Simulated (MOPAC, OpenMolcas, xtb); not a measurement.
How methods differ on CH5BO (SMILES BOC)

CH5BO: 8 atoms, total charge 0, spin state singlet. As SMILES, `BOC`. Geometry: relaxed at GFN2-xTB.

Quantity: the dipole moment, in D. The values are calculated.

```
                             level            kind     program  value (D)   CPU time
                          GFN2-xTB  semi-empirical         xtb       1.87  under 2 s
                               PM3  semi-empirical       MOPAC       1.77  under 2 s
                               PM6  semi-empirical       MOPAC       1.96  under 2 s
                          GFN0-xTB  semi-empirical         xtb       1.55  under 2 s
                         HF/STO-3G    Hartree–Fock  OpenMolcas       1.69      1.5 s
                          HF/3-21G    Hartree–Fock  OpenMolcas       2.14      1.6 s
                       HF/def2-SVP    Hartree–Fock  OpenMolcas       1.84      3.2 s
                  BLYP/aug-cc-pVDZ             GGA  OpenMolcas       1.73       53 s
                      B3LYP/STO-3G   global hybrid  OpenMolcas       2.02      8.1 s
B3LYP/6-31G* (spherical functions)   global hybrid  OpenMolcas       1.83       15 s
```

The values span 1.55 to 2.14 D. Sets without polarisation functions give poor dipoles. Without the sets that lack polarisation functions the rows with a basis span only 1.73 to 1.84 D. CPU times are rough (shared hosts, several kinds of processor): they show what a rung costs within a factor of a few.
